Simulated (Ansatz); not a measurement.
YAlGeO5 (Pbam, No. 55; cell taken from a computed entry), treated with r²SCAN in Ansatz (PAW).

Numerical settings: plane-wave cutoff 560 eV, 6×4×6 k mesh (along the axes of the cell as run), Fermi–Dirac smearing 0.01 eV, scalar-relativistic PAW data made under PBE.

Cell (relaxed with PBEsol):

```
CELL_PARAMETERS angstrom
      7.23072     0.00000     0.00000
      0.00000     8.32546     0.00000
      0.00000     0.00000     5.61435
ATOMIC_POSITIONS crystal
  Y  0.35791 0.32603 0.00000
  Y  0.64209 0.67397 0.00000
  Y  0.85791 0.17397 0.00000
  Y  0.14209 0.82603 0.00000
  Al 0.50000 0.00000 0.24881
  Al 0.50000 0.00000 0.75119
  Al 0.00000 0.50000 0.75119
  Al 0.00000 0.50000 0.24881
  Ge 0.11934 0.14468 0.50000
  Ge 0.88066 0.85532 0.50000
  Ge 0.61934 0.35532 0.50000
  Ge 0.38066 0.64468 0.50000
  O  0.33707 0.05380 0.00000
  O  0.66293 0.94620 0.00000
  O  0.83707 0.44620 0.00000
  O  0.16293 0.55380 0.00000
  O  0.34708 0.07010 0.50000
  O  0.65292 0.92990 0.50000
  O  0.84708 0.42990 0.50000
  O  0.15292 0.57010 0.50000
  O  0.10636 0.28756 0.25192
  O  0.89364 0.71244 0.74808
  O  0.89364 0.71244 0.25192
  O  0.10636 0.28756 0.74808
  O  0.60636 0.21244 0.74808
  O  0.39364 0.78756 0.25192
  O  0.39364 0.78756 0.74808
  O  0.60636 0.21244 0.25192
  O  0.00000 0.00000 0.28454
  O  0.00000 0.00000 0.71546
  O  0.50000 0.50000 0.71546
  O  0.50000 0.50000 0.28454
```

Q: Estimate the band gap that the calculation returns.

A: 
* **band gap**: 4.76 eV

Note: cell and atoms aren't relaxed at this level (largest force component 0.33 eV/Å).

Spin–orbit coupling is not included.

Computed values are for the static lattice.

The result took about 9 core-minutes (a rough figure).

Ansatz is an electronic-structure program.
